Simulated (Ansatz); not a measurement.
Relaxation of AlBH₅Si (8 atoms, charge 0, multiplicity 2), to a largest force component of 0.015 eV/Å in at most 40 steps.

All numbers below come from Ansatz 0.2.0, UKS BHLYP/6-31G.

```xyz
8
Properties=species:S:1:pos:R:3
B -0.806 1.396 -1.251
Si -0.005 0.577 0.287
Al 0.698 -1.660 0.855
H -1.059 0.743 -2.197
H -1.055 2.543 -1.300
H 0.261 1.484 1.459
H -0.163 -2.804 1.510
H 2.129 -2.279 0.636
```

Where does it end, and by what steps?

The forces met the threshold. The force dipped under the threshold on the way, but the program's further checks kept it going. Limits of this set-up: no polarisation functions. After 20 steps the energy has fallen by 0.233 eV; H7 moved furthest, 1.42 Å.

```json
{"step": "0", "energy less start (eV)": "0.0000", "largest force component (eV/Å)": "0.830", "accepted": "yes"}
{"step": "1", "energy less start (eV)": "-0.1054", "largest force component (eV/Å)": "0.230", "accepted": "yes"}
{"step": "2", "energy less start (eV)": "-0.1186", "largest force component (eV/Å)": "0.113", "accepted": "yes"}
{"step": "3", "energy less start (eV)": "-0.1203", "largest force component (eV/Å)": "0.053", "accepted": "yes"}
{"step": "4", "energy less start (eV)": "-0.1259", "largest force component (eV/Å)": "0.089", "accepted": "yes"}
{"step": "5", "energy less start (eV)": "-0.1271", "largest force component (eV/Å)": "0.020", "accepted": "yes"}
{"step": "6", "energy less start (eV)": "-0.1400", "largest force component (eV/Å)": "0.110", "accepted": "yes"}
{"step": "7", "energy less start (eV)": "-0.1445", "largest force component (eV/Å)": "0.063", "accepted": "yes"}
{"step": "8", "energy less start (eV)": "-0.1660", "largest force component (eV/Å)": "0.065", "accepted": "yes"}
{"step": "9", "energy less start (eV)": "-0.1813", "largest force component (eV/Å)": "0.226", "accepted": "yes"}
{"step": "10", "energy less start (eV)": "-0.1780", "largest force component (eV/Å)": "0.433", "accepted": "no"}
{"step": "11", "energy less start (eV)": "-0.1950", "largest force component (eV/Å)": "0.142", "accepted": "yes"}
{"step": "12", "energy less start (eV)": "-0.2064", "largest force component (eV/Å)": "0.059", "accepted": "yes"}
{"step": "13", "energy less start (eV)": "-0.2158", "largest force component (eV/Å)": "0.101", "accepted": "yes"}
{"step": "14", "energy less start (eV)": "-0.2137", "largest force component (eV/Å)": "0.374", "accepted": "no"}
{"step": "15", "energy less start (eV)": "-0.2238", "largest force component (eV/Å)": "0.053", "accepted": "yes"}
{"step": "16", "energy less start (eV)": "-0.2284", "largest force component (eV/Å)": "0.046", "accepted": "yes"}
{"step": "17", "energy less start (eV)": "-0.2299", "largest force component (eV/Å)": "0.114", "accepted": "yes"}
{"step": "18", "energy less start (eV)": "-0.2316", "largest force component (eV/Å)": "0.087", "accepted": "yes"}
{"step": "19", "energy less start (eV)": "-0.2326", "largest force component (eV/Å)": "0.005", "accepted": "yes"}
{"step": "20", "energy less start (eV)": "-0.2327", "largest force component (eV/Å)": "0.003", "accepted": "yes"}
```

```xyz
8
Properties=species:S:1:pos:R:3
B -1.017 1.294 -1.084
Si 0.287 0.628 0.249
Al 0.732 -1.688 0.823
H -1.678 0.529 -1.701
H -1.146 2.457 -1.277
H 1.082 1.667 0.979
H -0.094 -2.840 0.094
H 1.835 -2.047 1.916
```

Whether the end is a true minimum wasn't checked by a vibrational analysis.

Time of the run: 110 s on 1 thread of AMD EPYC (Zen 3), with other jobs on the host, peak memory 0.15 GiB.
